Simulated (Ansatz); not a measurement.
# C2H5NO: how energies converge with the basis set

An exercise on one series of results from a longer session: the logs are not shown, and one member is left open.

Program: Ansatz 0.2.0, Gaussian basis. Level of theory: one geometry, several basis sets. These are calculated values, not measurements.

Plan: PBE0-D4/def2-SVP; ωB97M-V/def2-SVP; PBE0-D4/def2-QZVPP; ωB97M-V/def2-QZVPP; the functionals' def2-TZVPP values are taken from earlier runs.

## Structure used throughout

An earlier PBE0-D4 in a triple-zeta def2 set relaxation fixed the geometry.

SMILES `C/C=N/O`, 9 atoms, charge 0, spin multiplicity 1.

Atoms are counted from 1 here; the program's logs count them from 0.

Bond lengths: C1–C2 1.484 Å, C1–H5 1.094 Å, C1–H6 1.090 Å, C1–H7 1.094 Å, C2–N3 1.265 Å, C2–H8 1.092 Å, N3–O4 1.386 Å, O4–H9 0.961 Å. Angles: C2–C1–H5 110.7°, C2–C1–H6 110.4°, C2–C1–H7 110.7°, H5–C1–H6 109.0°, H5–C1–H7 107.0°, H6–C1–H7 109.0°, C1–C2–N3 120.1°, C1–C2–H8 119.8°, N3–C2–H8 120.1°, C2–N3–O4 111.8°, N3–O4–H9 102.9°.

The first run:

in.yaml

```yaml
crystal:
  periodic: [false, false, false]
  atoms:
    - {symbol: C, position_ang: [-0.999188, 0.587952, 0.688205]}
    - {symbol: C, position_ang: [-0.159000, -0.219600, -0.230558]}
    - {symbol: N, position_ang: [1.101830, -0.122670, -0.188056]}
    - {symbol: O, position_ang: [1.712832, -0.949800, -1.116605]}
    - {symbol: H, position_ang: [-1.619771, -0.060410, 1.313900]}
    - {symbol: H, position_ang: [-0.373488, 1.207592, 1.330033]}
    - {symbol: H, position_ang: [-1.678922, 1.232700, 0.123179]}
    - {symbol: H, position_ang: [-0.631930, -0.898233, -0.944002]}
    - {symbol: H, position_ang: [2.647648, -0.777530, -0.976094]}
basis:
  gaussian: {orbitals: def2-SVP}
hamiltonian: {xc: pbe0, dispersion: d4}
output: {orbitals: {seedname: orbitals}}
```

On the command line:

```sh
$ ansatz run in.yaml --threads 4 --pin off --events-out ev --progress --plain --max-ram 10444MiB
```

Among the steps run: PBE0-D4 in def2-SVP; ωB97M-V in def2-SVP; PBE0-D4 in def2-QZVPP; ωB97M-V in def2-QZVPP.

One of the session's tables, all rows but one given; the rest of the session is left out.

It belongs to the step «Density functionals: the series». 

| functional | basis | HOMO (eV) | LUMO (eV) |
| --- | --- | --- | --- |
| PBE0-D4 | def2-SVP | -7.18 | 0.42 |
| PBE0-D4 | def2-TZVPP | -7.34 | 0.17 |
| PBE0-D4 | def2-QZVPP | -7.38 | 0.08 |
| ωB97M-V | def2-SVP | -9.48 | 2.76 |
| ωB97M-V | def2-TZVPP | ? | ? |
| ωB97M-V | def2-QZVPP | -9.70 | 2.11 |

**Question.** Estimate the row for ωB97M-V, def2-TZVPP.

**Answer.** HOMO (eV): -9.66; LUMO (eV): 2.41. In the column «HOMO (eV)» it lies between ωB97M-V, def2-QZVPP (-9.70) and ωB97M-V, def2-SVP (-9.48).
